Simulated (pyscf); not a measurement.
One four-centre exchange on the singlet surface with elements of a group swapped. ωB97M-D3(BJ)/def2-TZVP, kcal/mol, from the separated reactants. PySCF, gas phase, ωB97X-D3(BJ)/def2-SVP geometries.

```tsv
step	barrier	reaction energy	imaginary mode (i cm⁻¹)
HCl + Cl–Zn–SeH -> Cl–Zn–Cl + H₂Se	(withheld)	(withheld)	738
HCl + HS–Zn–Cl -> Cl–Zn–Cl + H₂S	0.8	-8.2	606
```

### Question
Complete the blanks.

### Answer

- HCl + Cl–Zn–SeH -> Cl–Zn–Cl + H₂Se, barrier: 2.7
- HCl + Cl–Zn–SeH -> Cl–Zn–Cl + H₂Se, reaction energy: -4.2

Row 1: On the reactant side the descent ends in a complex, 6.5 kcal/mol under the separated species and 6.1 kcal/mol under the saddle at ωB97X-D3(BJ)/def2-TZVP. On the product side the descent ends in an adduct with a Se–Zn contact, 14.7 kcal/mol under the separated species and 17.0 kcal/mol under the saddle at ωB97X-D3(BJ)/def2-TZVP. Row 2: On the reactant side the descent ends in a complex, 6.5 kcal/mol under the separated species and 4.4 kcal/mol under the saddle at ωB97X-D3(BJ)/def2-TZVP. On the product side the descent ends in an adduct with a S–Zn contact, 14.1 kcal/mol under the separated species and 20.0 kcal/mol under the saddle at ωB97X-D3(BJ)/def2-TZVP. Each row is the saddle that its search found. Elements up to Kr have no core potential and no relativistic terms here.
